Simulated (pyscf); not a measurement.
Single points on ωB97X-D3(BJ)/def2-SVP structures (PySCF, gas phase).

**Question.** For H₃Si–O–PH₂ (SMILES [SiH3]OP) + GaH₃ (SMILES [GaH3]) -> PH₃ (SMILES P) + H₃Si–O–GaH₂ (SMILES [SiH3][O][GaH2]), a four-centre exchange (singlet surface; O–P, Ga–H broken, H–P, Ga–O formed), PBE/def2-TZVP gives ΔE‡ = 0.44 eV and ΔE = -1.01 eV (zero: the separated reactants). In which direction and how far do r²SCAN/def2-TZVP, PBE0-D3(BJ)/def2-TZVP, ωB97M-D3(BJ)/def2-TZVP move these?

**Answer.** r²SCAN: ΔE‡ = 0.41 eV, ΔE = -1.06 eV; PBE0-D3(BJ): ΔE‡ = 0.47 eV, ΔE = -0.99 eV; ωB97M-D3(BJ): ΔE‡ = 0.68 eV, ΔE = -0.93 eV. PBE's barrier lies among them. Its reaction energy lies among theirs. On the reactant side the descent ends in an adduct with a Ga–O contact, 0.64 eV under the separated species and 1.15 eV under the saddle at ωB97X-D3(BJ)/def2-TZVP. What is counted as formed (Ga–O) is already present as a longer contact in the reactant adduct; forming that adduct is a step of its own. At ωB97X-D3(BJ)/def2-TZVP the barrier from the zero used here is 0.51 eV. H₃Si–O–PH₂ lies 0.25 eV over its isomer HO–SiH₂–PH₂ (electronic energy, ωB97M-D3(BJ)/def2-TZVP). One saddle was located; it need not be the lowest between these sides. Elements up to Kr have no core potential and no relativistic terms here.
